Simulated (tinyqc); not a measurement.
Inside a calculation (part 1 of 2). Method: CIS and TDHF on RHF in the sto-3g basis, for H2F+, spin multiplicity 1. Computed by tinyqc, a small Python program that keeps every step (integrals from PySCF). Settings: charge = 1, multiplicity = 1, basis = sto-3g, method = RHF, energy threshold = 1e-10, iteration cap = 79, orthogonalisation = canonical, start = Wolfsberg-Helmholz matrix, DIIS depth = 6, TDHF = 1. Command: `OMP_NUM_THREADS=1 python tinyqc.py 27529 27530 out.jsonl` (the two numbers bound the seeds that draw the settings). One thread of a shared host (Intel(R) Xeon(R) Processor @ 2.60GHz), about 0.1 s of CPU time with the checks. The early iterations of the SCF are left out here.

## One-electron integrals

Geometry (angstrom):
```
atom         x          y         z
F     0.000000   0.000000  0.000000
H     0.000000   0.799000  0.648000
H     0.000000  -0.799000  0.648000
```

Basis sto-3g: exponents (1/bohr^2) and contraction coefficients of normalised primitives:
```
element  l (shell)    exponent  coefficient
F            s (1)  166.679130     0.154329
F            s (1)   30.360812     0.535328
F            s (1)    8.216821     0.444635
F            s (2)    6.464803    -0.099967
F            s (2)    1.502281     0.399513
F            s (2)    0.488588     0.700115
F            p (3)    6.464803     0.155916
F            p (3)    1.502281     0.607684
F            p (3)    0.488588     0.391957
H            s (1)    3.425251     0.154329
H            s (1)    0.623914     0.535328
H            s (1)    0.168855     0.444635
```

Overlap, kinetic and nuclear-attraction integrals over the contracted functions; the nuclear repulsion is the sum of Za Zb / Rab.

nuclear repulsion = 9.59023774 hartree

overlap S:
```
           1F 1s     1F 2s    1F 2px     1F 2py    1F 2pz     2H 1s      3H 1s
1F 1s   1.000000  0.237990  0.000000   0.000000  0.000000  0.037869   0.037869
1F 2s   0.237990  1.000000  0.000000   0.000000  0.000000  0.377499   0.377499
1F 2px  0.000000  0.000000  1.000000   0.000000  0.000000  0.000000   0.000000
1F 2py  0.000000  0.000000  0.000000   1.000000  0.000000  0.240061  -0.240061
1F 2pz  0.000000  0.000000  0.000000   0.000000  1.000000  0.194692   0.194692
2H 1s   0.037869  0.377499  0.000000   0.240061  0.194692  1.000000   0.222737
3H 1s   0.037869  0.377499  0.000000  -0.240061  0.194692  0.222737   1.000000
```

kinetic energy T (hartree):
```
            1F 1s      1F 2s    1F 2px     1F 2py    1F 2pz      2H 1s      3H 1s
1F 1s   36.984577  -0.212858  0.000000   0.000000  0.000000  -0.005806  -0.005806
1F 2s   -0.212858   1.037995  0.000000   0.000000  0.000000   0.076577   0.076577
1F 2px   0.000000   0.000000  3.248015   0.000000  0.000000   0.000000   0.000000
1F 2py   0.000000   0.000000  0.000000   3.248015  0.000000   0.150808  -0.150808
1F 2pz   0.000000   0.000000  0.000000   0.000000  3.248015   0.122307   0.122307
2H 1s   -0.005806   0.076577  0.000000   0.150808  0.122307   0.760032   0.002557
3H 1s   -0.005806   0.076577  0.000000  -0.150808  0.122307   0.002557   0.760032
```

nuclear attraction V (hartree):
```
             1F 1s       1F 2s      1F 2px      1F 2py      1F 2pz      2H 1s      3H 1s
1F 1s   -78.038367   -9.421650    0.000000    0.000000   -0.015072  -1.539557  -1.539557
1F 2s    -9.421650  -12.566620    0.000000    0.000000   -0.184472  -3.588114  -3.588114
1F 2px    0.000000    0.000000  -12.414890    0.000000    0.000000   0.000000   0.000000
1F 2py    0.000000    0.000000    0.000000  -12.520919    0.000000  -1.973249   1.973249
1F 2pz   -0.015072   -0.184472    0.000000    0.000000  -12.484630  -1.655374  -1.655374
2H 1s    -1.539557   -3.588114    0.000000   -1.973249   -1.655374  -6.059358  -1.496437
3H 1s    -1.539557   -3.588114    0.000000    1.973249   -1.655374  -1.496437  -6.059358
```

core Hamiltonian H = T + V (hartree):
```
             1F 1s       1F 2s     1F 2px     1F 2py     1F 2pz      2H 1s      3H 1s
1F 1s   -41.053790   -9.634507   0.000000   0.000000  -0.015072  -1.545363  -1.545363
1F 2s    -9.634507  -11.528625   0.000000   0.000000  -0.184472  -3.511537  -3.511537
1F 2px    0.000000    0.000000  -9.166875   0.000000   0.000000   0.000000   0.000000
1F 2py    0.000000    0.000000   0.000000  -9.272905   0.000000  -1.822441   1.822441
1F 2pz   -0.015072   -0.184472   0.000000   0.000000  -9.236615  -1.533067  -1.533067
2H 1s    -1.545363   -3.511537   0.000000  -1.822441  -1.533067  -5.299326  -1.493880
3H 1s    -1.545363   -3.511537   0.000000   1.822441  -1.533067  -1.493880  -5.299326
```

## Two-electron integrals

Functions are numbered as in S; the eight-fold symmetry (ij|kl) = (ji|kl) = (kl|ij) leaves the list below.

Two-electron integrals (ij|kl) in chemists' order, unique and non-zero (hartree):
```
(11|11) 5.403501    (21|11) 0.841920    (21|21) 0.156299    (22|11) 1.268028
(22|21) 0.292344    (22|22) 0.926167    (31|31) 0.027998    (32|31) 0.043169
(32|32) 0.204588    (33|11) 1.264502    (33|21) 0.292403    (33|22) 0.925959
(33|33) 0.997514    (41|41) 0.027998    (42|41) 0.043169    (42|42) 0.204588
(43|43) 0.053770    (44|11) 1.264502    (44|21) 0.292403    (44|22) 0.925959
(44|33) 0.889973    (44|44) 0.997514    (51|51) 0.027998    (52|51) 0.043169
(52|52) 0.204588    (53|53) 0.053770    (54|54) 0.053770    (55|11) 1.264502
(55|21) 0.292403    (55|22) 0.925959    (55|33) 0.889973    (55|44) 0.889973
(55|55) 0.997514    (61|11) 0.135895    (61|21) 0.025016    (61|22) 0.046498
(61|33) 0.046426    (61|41) 0.000799    (61|42) 0.001497    (61|44) 0.046560
(61|51) 0.000648    (61|52) 0.001214    (61|54) 0.000108    (61|55) 0.046514
(61|61) 0.004046    (62|11) 0.344595    (62|21) 0.080515    (62|22) 0.284634
(62|33) 0.280467    (62|41) 0.004265    (62|42) 0.033293    (62|44) 0.287840
(62|51) 0.003459    (62|52) 0.027001    (62|54) 0.005980    (62|55) 0.285316
(62|61) 0.013076    (62|62) 0.107726    (63|31) 0.008423    (63|32) 0.049931
(63|43) 0.007008    (63|53) 0.005684    (63|63) 0.015959    (64|11) 0.182283
(64|21) 0.043137    (64|22) 0.163236    (64|33) 0.156257    (64|41) 0.010421
(64|42) 0.068033    (64|44) 0.174335    (64|51) 0.001620    (64|52) 0.014681
(64|54) 0.008978    (64|55) 0.158929    (64|61) 0.007300    (64|62) 0.075760
(64|64) 0.068835    (65|11) 0.147834    (65|21) 0.034984    (65|22) 0.132386
(65|33) 0.126727    (65|41) 0.001620    (65|42) 0.014681    (65|44) 0.130021
(65|51) 0.009737    (65|52) 0.061837    (65|54) 0.009680    (65|55) 0.140261
(65|61) 0.005920    (65|62) 0.061443    (65|64) 0.042883    (65|65) 0.050738
(66|11) 0.499861    (66|21) 0.118711    (66|22) 0.484070    (66|33) 0.467537
(66|41) 0.007888    (66|42) 0.086759    (66|44) 0.497124    (66|51) 0.006397
(66|52) 0.070363    (66|54) 0.023995    (66|55) 0.486998    (66|61) 0.019402
(66|62) 0.235026    (66|64) 0.192075    (66|65) 0.155776    (66|66) 0.774606
(71|11) 0.135895    (71|21) 0.025016    (71|22) 0.046498    (71|33) 0.046426
(71|41) -0.000799   (71|42) -0.001497   (71|44) 0.046560    (71|51) 0.000648
(71|52) 0.001214    (71|54) -0.000108   (71|55) 0.046514    (71|61) 0.003997
(71|62) 0.012752    (71|64) 0.006535    (71|65) 0.005778    (71|66) 0.018779
(71|71) 0.004046    (72|11) 0.344595    (72|21) 0.080515    (72|22) 0.284634
(72|33) 0.280467    (72|41) -0.004265   (72|42) -0.033293   (72|44) 0.287840
(72|51) 0.003459    (72|52) 0.027001    (72|54) -0.005980   (72|55) 0.285316
(72|61) 0.012752    (72|62) 0.089667    (72|64) 0.043162    (72|65) 0.049729
(72|66) 0.161889    (72|71) 0.013076    (72|72) 0.107726    (73|31) 0.008423
(73|32) 0.049931    (73|43) -0.007008   (73|53) 0.005684    (73|63) 0.012906
(73|73) 0.015959    (74|11) -0.182283   (74|21) -0.043137   (74|22) -0.163236
(74|33) -0.156257   (74|41) 0.010421    (74|42) 0.068033    (74|44) -0.174335
(74|51) -0.001620   (74|52) -0.014681   (74|54) 0.008978    (74|55) -0.158929
(74|61) -0.006535   (74|62) -0.043162   (74|64) -0.008183   (74|65) -0.023435
(74|66) -0.069558   (74|71) -0.007300   (74|72) -0.075760   (74|74) 0.068835
(75|11) 0.147834    (75|21) 0.034984    (75|22) 0.132386    (75|33) 0.126727
(75|41) -0.001620   (75|42) -0.014681   (75|44) 0.130021    (75|51) 0.009737
(75|52) 0.061837    (75|54) -0.009680   (75|55) 0.140261    (75|61) 0.005778
(75|62) 0.049729    (75|64) 0.023435    (75|65) 0.040158    (75|66) 0.099507
(75|71) 0.005920    (75|72) 0.061443    (75|74) -0.042883   (75|75) 0.050738
(76|11) 0.134869    (76|21) 0.031863    (76|22) 0.124198    (76|33) 0.121608
(76|44) 0.123656    (76|51) 0.002098    (76|52) 0.020303    (76|55) 0.127197
(76|61) 0.005134    (76|62) 0.048285    (76|64) 0.029573    (76|65) 0.031435
(76|66) 0.116180    (76|71) 0.005134    (76|72) 0.048285    (76|74) -0.029573
(76|75) 0.031435    (76|76) 0.027569    (77|11) 0.499861    (77|21) 0.118711
(77|22) 0.484070    (77|33) 0.467537    (77|41) -0.007888   (77|42) -0.086759
(77|44) 0.497124    (77|51) 0.006397    (77|52) 0.070363    (77|54) -0.023995
(77|55) 0.486998    (77|61) 0.018779    (77|62) 0.161889    (77|64) 0.069558
(77|65) 0.099507    (77|66) 0.326449    (77|71) 0.019402    (77|72) 0.235026
(77|74) -0.192075   (77|75) 0.155776    (77|76) 0.116180    (77|77) 0.774606
```

## Orthogonalisation

S = U s U^T; canonical form X = U s^(-1/2), so that X^T S X = 1. Each column of U has its largest component positive (the first on a tie).

eigenvalues of S: 0.466559  0.531335  0.893109  1.000000  1.098490  1.245928  1.764580

X:
```
                1          2          3         4          5          6         7
1F 1s   -0.372916   0.000000   0.714431  0.000000   0.622020   0.000000  0.175338
1F 2s    1.030076   0.000000  -0.260971  0.000000   0.307069   0.000000  0.439309
1F 2px   0.000000   0.000000   0.000000  1.000000   0.000000   0.000000  0.000000
1F 2py   0.000000   0.804805   0.000000  0.000000   0.000000   0.725530  0.000000
1F 2pz   0.445449   0.000000   0.685775  0.000000  -0.616814   0.000000  0.198423
2H 1s   -0.610247  -0.785602  -0.188255  0.000000  -0.156015   0.371632  0.389615
3H 1s   -0.610247   0.785602  -0.188255  0.000000  -0.156015  -0.371632  0.389615
```

## Iteration 8 (converged): orbitals

converged F (hartree):
```
             1F 1s      1F 2s     1F 2px     1F 2py     1F 2pz      2H 1s      3H 1s
1F 1s   -26.617916  -6.787171   0.000000   0.000000  -0.023770  -1.097923  -1.097923
1F 2s    -6.787171  -3.629024   0.000000   0.000000  -0.120446  -1.148341  -1.148341
1F 2px    0.000000   0.000000  -1.038479   0.000000   0.000000   0.000000   0.000000
1F 2py    0.000000   0.000000   0.000000  -0.965043   0.000000  -0.492049   0.492049
1F 2pz   -0.023770  -0.120446   0.000000   0.000000  -0.997042  -0.452868  -0.452868
2H 1s    -1.097923  -1.148341   0.000000  -0.492049  -0.452868  -0.830893  -0.403303
3H 1s    -1.097923  -1.148341   0.000000   0.492049  -0.452868  -0.403303  -0.830893
```

Diagonalise F' = X^T F X, C = X C', fill 5 alpha and 5 beta electrons from the bottom; D = 2 C_occ C_occ^T. Each column has its largest component positive (the first on a tie).

F' = X^T F X (hartree):
```
           1          2           3          4           5          6          7
1  -1.177231   0.000000    3.088904   0.000000    2.769087   0.000000   0.635231
2   0.000000   0.091542    0.000000   0.000000    0.000000  -0.047245   0.000000
3   3.088904   0.000000  -11.240070   0.000000  -11.087434   0.000000  -5.052262
4   0.000000   0.000000    0.000000  -1.038479    0.000000   0.000000   0.000000
5   2.769087   0.000000  -11.087434   0.000000  -13.137251   0.000000  -5.659420
6   0.000000  -0.047245    0.000000   0.000000    0.000000  -1.156787   0.000000
7   0.635231   0.000000   -5.052262   0.000000   -5.659420   0.000000  -4.227175
```

orbital energies (hartree): MO1 -26.627460, MO2 -2.047390, MO3 -1.158572, MO4 -1.078775, MO5 -1.038479, MO6 -0.028102, MO7 0.093328

coefficients C:
```
              MO1        MO2        MO3        MO4       MO5        MO6        MO7
1F 1s    0.994745  -0.249825   0.000000   0.070835  0.000000   0.100909   0.000000
1F 2s    0.022527   0.946728   0.000000  -0.353740  0.000000  -0.628102   0.000000
1F 2px   0.000000   0.000000   0.000000   0.000000  1.000000   0.000000   0.000000
1F 2py   0.000000   0.000000   0.755406   0.000000  0.000000   0.000000  -0.776831
1F 2pz   0.002481   0.111586   0.000000   0.850688  0.000000  -0.593646   0.000000
2H 1s   -0.003934   0.083979   0.341698   0.227419  0.000000   0.724704   0.799077
3H 1s   -0.003934   0.083979  -0.341698   0.227419  0.000000   0.724704  -0.799077
```

D after iteration 8:
```
            1F 1s      1F 2s    1F 2px     1F 2py     1F 2pz      2H 1s      3H 1s
1F 1s    2.113894  -0.478331  0.000000   0.000000   0.069698  -0.017567  -0.017567
1F 2s   -0.478331   2.043869  0.000000   0.000000  -0.390451  -0.002061  -0.002061
1F 2px   0.000000   0.000000  2.000000   0.000000   0.000000   0.000000   0.000000
1F 2py   0.000000   0.000000  0.000000   1.141277   0.000000   0.516242  -0.516242
1F 2pz   0.069698  -0.390451  0.000000   0.000000   1.472257   0.405647   0.405647
2H 1s   -0.017567  -0.002061  0.000000   0.516242   0.405647   0.351090  -0.115941
3H 1s   -0.017567  -0.002061  0.000000  -0.516242   0.405647  -0.115941   0.351090
```

## Convergence

Stop when the energy changes by less than 1e-10 hartree and every element of the error matrix X^T (F D S - S D F) X is below 3e-06.

Course of the cycle:
```
iteration   E (hartree)     change  largest element of the error matrix
1          -98.56479113          -                             8.32e-01
2          -98.83873773  -2.74e-01                             1.50e-01
3          -98.85526536  -1.65e-02                             2.35e-02
4          -98.85578287  -5.18e-04                             3.63e-03
5          -98.85580952  -2.66e-05                             1.74e-03
6          -98.85581417  -4.65e-06                             1.11e-05
7          -98.85581417  -1.80e-10                             8.84e-08
8          -98.85581417  -2.84e-14                             4.50e-08
```

PySCF RHF in the same basis = -98.85581417 hartree

Converged in 8 iterations.

## Integrals over molecular orbitals

(pq|rs) = sum C_ip C_jq C_kr C_ls (ij|kl), one index at a time.

one-electron integrals over orbitals h = C^T H C (hartree):
```
            1          2          3          4          5          6          7
1  -41.035920   0.689121   0.000000  -0.185083   0.000000  -0.267610   0.000000
2    0.689121  -9.631357   0.000000   0.372295   0.000000   1.347551   0.000000
3    0.000000   0.000000  -8.061748   0.000000   0.000000   0.000000   2.130802
4   -0.185083   0.372295   0.000000  -8.599476   0.000000   1.499867   0.000000
5    0.000000   0.000000   0.000000   0.000000  -9.166875   0.000000   0.000000
6   -0.267610   1.347551   0.000000   1.499867   0.000000  -5.691535   0.000000
7    0.000000   0.000000   2.130802   0.000000   0.000000   0.000000  -5.930516
```

Two-electron integrals over orbitals (pq|rs), unique and non-zero (hartree):
```
(11|11) 5.362632    (21|11) -0.502994   (21|21) 0.074980    (22|11) 1.203212
(22|21) -0.019149   (22|22) 0.860583    (31|31) 0.017809    (32|31) 0.026229
(32|32) 0.157643    (33|11) 0.994722    (33|21) -0.008295   (33|22) 0.761190
(33|33) 0.738502    (41|11) 0.141586    (41|21) -0.018053   (41|22) 0.014700
(41|33) 0.005314    (41|41) 0.027882    (42|11) -0.102110   (42|21) 0.008532
(42|22) 0.001216    (42|33) -0.008484   (42|41) 0.028247    (42|42) 0.156308
(43|31) -0.004279   (43|32) 0.004503    (43|43) 0.050044    (44|11) 1.136099
(44|21) -0.014278   (44|22) 0.802360    (44|33) 0.708524    (44|41) -0.010669
(44|42) -0.090948   (44|44) 0.868610    (51|51) 0.029594    (52|51) 0.039051
(52|52) 0.181160    (53|53) 0.038632    (54|51) -0.010292   (54|52) -0.037317
(54|54) 0.054349    (55|11) 1.264014    (55|21) -0.014152   (55|22) 0.879976
(55|33) 0.749965    (55|41) 0.004050    (55|42) -0.056121   (55|44) 0.823354
(55|55) 0.997514    (61|11) 0.203527    (61|21) -0.032339   (61|22) 0.002935
(61|33) 0.002006    (61|41) -0.005646   (61|42) -0.020313   (61|44) 0.014076
(61|55) 0.005620    (61|61) 0.021630    (62|11) -0.285181   (62|21) 0.006822
(62|22) -0.146965   (62|33) -0.093869   (62|41) -0.018544   (62|42) -0.043389
(62|44) -0.093255   (62|55) -0.148815   (62|61) 0.006484    (62|62) 0.080092
(63|31) -0.004391   (63|32) 0.018884    (63|43) 0.016696    (63|63) 0.061453
(64|11) -0.288957   (64|21) 0.003947    (64|22) -0.149734   (64|33) -0.093309
(64|41) -0.004100   (64|42) 0.022622    (64|44) -0.158966   (64|55) -0.158913
(64|61) 0.000051    (64|62) 0.060918    (64|64) 0.085433    (65|51) -0.013140
(65|52) -0.050820   (65|54) -0.008585   (65|65) 0.026566    (66|11) 0.718617
(66|21) -0.005673   (66|22) 0.585633    (66|33) 0.560152    (66|41) 0.016449
(66|42) 0.067713    (66|44) 0.546475    (66|55) 0.558426    (66|61) -0.006071
(66|62) -0.061598   (66|64) -0.031994   (66|66) 0.552785    (71|31) -0.016703
(71|32) -0.023575   (71|43) 0.004120    (71|63) 0.003755    (71|71) 0.015684
(72|31) -0.017165   (72|32) -0.063134   (72|43) 0.026028    (72|63) 0.027393
(72|71) 0.015509    (72|72) 0.054338    (73|11) -0.419138   (73|21) 0.008386
(73|22) -0.201423   (73|33) -0.163114   (73|41) 0.001295    (73|42) 0.064038
(73|44) -0.190805   (73|55) -0.227662   (73|61) -0.005475   (73|62) 0.068235
(73|64) 0.093954    (73|66) -0.020874   (73|73) 0.161264    (74|31) 0.008132
(74|32) 0.060254    (74|43) -0.005382   (74|63) 0.042632    (74|71) -0.007642
(74|72) -0.010113   (74|74) 0.053630    (75|53) -0.025146   (75|75) 0.018947
(76|31) 0.009237    (76|32) 0.088848    (76|43) 0.049115    (76|63) 0.074242
(76|71) -0.008580   (76|72) 0.010036    (76|74) 0.064441    (76|76) 0.152903
(77|11) 0.776341    (77|21) -0.007133   (77|22) 0.606301    (77|33) 0.609070
(77|41) 0.003722    (77|42) 0.012432    (77|44) 0.581289    (77|55) 0.590851
(77|61) 0.001822    (77|62) -0.043814   (77|64) -0.028239   (77|66) 0.543047
(77|73) -0.058266   (77|77) 0.575645
```

## CIS matrix, singlets

A(ia,jb) = (e_a - e_i) d_ij d_ab + 2 (ia|jb) - (ij|ab).

CIS matrix A, singlet (hartree):
```
           1>6        1>7       2>6        2>7        3>6        3>7        4>6        4>7
1>6  25.923999   0.000000  0.018641   0.000000   0.000000  -0.020187  -0.016348   0.000000
1>7   0.000000  25.975814  0.000000   0.038151  -0.001727   0.000000   0.000000  -0.019007
2>6   0.018641   0.000000  1.593838   0.000000   0.000000   0.047623   0.054124   0.000000
2>7   0.000000   0.038151  0.000000   1.643093  -0.034062   0.000000   0.000000  -0.032658
3>6   0.000000  -0.001727  0.000000  -0.034062   0.693223   0.000000   0.000000   0.036149
3>7  -0.020187   0.000000  0.047623   0.000000   0.000000   0.965357   0.138792   0.000000
4>6  -0.016348   0.000000  0.054124   0.000000   0.000000   0.138792   0.675064   0.000000
4>7   0.000000  -0.019007  0.000000  -0.032658   0.036149   0.000000   0.000000   0.698073
5>6   0.000000   0.000000  0.000000   0.000000   0.000000   0.000000   0.000000   0.000000
5>7   0.000000   0.000000  0.000000   0.000000   0.000000   0.000000   0.000000   0.000000

          5>6       5>7
1>6  0.000000  0.000000
1>7  0.000000  0.000000
2>6  0.000000  0.000000
2>7  0.000000  0.000000
3>6  0.000000  0.000000
3>7  0.000000  0.000000
4>6  0.000000  0.000000
4>7  0.000000  0.000000
5>6  0.505083  0.000000
5>7  0.000000  0.578848
```
